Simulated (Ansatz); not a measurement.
# BSiF+ (quartet): the correlation ladder, def2-QZVPP

One table from this session's results is given with a row withheld; the runs are named, their logs left out.

Method: def2-QZVPP, core rule «outside noble gas», up to 7 orbitals frozen; program: Ansatz 0.2.0, Gaussian basis.

To be run: UHF; ROHF; CCSD(T) on UHF.

2 further runs of the same task are left out: 2 set aside as unsound or not needed.

**What is computed**

The geometry is a PBE0/def2-TZVP stationary point (not a proven minimum) of the parent state, kept for this charge and spin.

3 atoms, charge 1, spin multiplicity 4.

Atoms are counted from 1 here; the program's logs count them from 0.

Bond lengths: F1–B2 1.280 Å, B2–Si3 1.896 Å. Angles: F1–B2–Si3 180.0°.

Set-up of the first run:

Input file in.yaml:

```yaml
crystal:
  periodic: [false, false, false]
  atoms:
    - {symbol: F, position_ang: [0.000000, 0.000000, 1.485424]}
    - {symbol: B, position_ang: [0.000000, 0.000000, 0.205103]}
    - {symbol: Si, position_ang: [0.000000, 0.000000, -1.690526]}
basis:
  gaussian: {orbitals: "def2-QZVPP.json"}
total_charge: 1
magnetization: {spin_polarized: true, initial_magnetization: 3}
hamiltonian: {xc: hf}
output: {orbitals: {seedname: orbitals}}
```

On the command line:

```console
$ ansatz run in.yaml --threads 1 --pin off --events-out ev --progress --plain --max-ram 2393MiB
```

Among the steps run: UHF; ROHF; CCSD(T) on UHF.

One of the session's tables, all rows but one given; the rest of the session is left out.

It belongs to the step «Misses and costs». 

| method | from UCCSD(T) (kcal/mol) |
| --- | --- |
| ROHF | ? |
| UHF | +268.20 |
| UMP2 | +19.66 |
| UCCSD | +10.90 |
| UCCSD(T) | 0 |

Estimate the missing values for ROHF.

The run gave: from UCCSD(T) (kcal/mol): +269.01. In the column «from UCCSD(T) (kcal/mol)» it is the highest.
